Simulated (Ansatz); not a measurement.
Ideal-gas functions of C$_{2}$H$_{2}$FN, SMILES `FC1=CN1` at 298.15 K and 1 bar, from an Ansatz frequency run at PBE0-D4/def2-TZVP.

Molar mass 59.04 g/mol, point group C1 (symmetry number 1), electronic degeneracy 1, moments of inertia 21.813, 66.005, 86.098 u Å². Harmonic wavenumbers (cm⁻¹, unscaled): 365, 427, 516, 581, 894, 983, 1138, 1221, 1372, 1983, 3363, 3389.

Use S(trans) = R[1.5 ln M + 2.5 ln T − 1.1517]; rotational temperatures θ = 24.2544 K / I; S(rot) = R[ln(√π/σ · √(T³/θAθBθC)) + 1.5]; for each mode x = 1.438777 ν̃/T, S = R[x/(eˣ − 1) − ln(1 − e⁻ˣ)] and H = RT x/(eˣ − 1); 1 cm⁻¹ = 0.0119627 kJ/mol; R = 8.31446 J/(mol·K).

Question: By hand: the entropy, in J/(mol·K).

Answer: Translation 159.7. Rotation: θ = 1.1119, 0.3675, 0.2817 K, giving 97.3. Vibration, mode by mode: 4.61, 3.63, 2.59, 2.02, 0.60, 0.42, 0.22, 0.16, 0.08, 0.01, 0.00, 0.00, in all 14.3. Electronic 0.0. Sum 271.3 J/(mol·K).

Question: By hand: H − E and G − E in kJ/mol, counted from the electronic energy.

Answer: Zero-point energy ½ × 16232 × 0.0119627 = 97.1; thermal vibration 3.0; translation, rotation and pV give 4 RT = 9.9. H − E = 110.0 kJ/mol, and G − E = 110.0 − 298.15 × 271.3/1000 = 29.1 kJ/mol.

Vibration gives 5 % of the entropy. The sum counts one conformer and one mirror image; others add a mixing term.
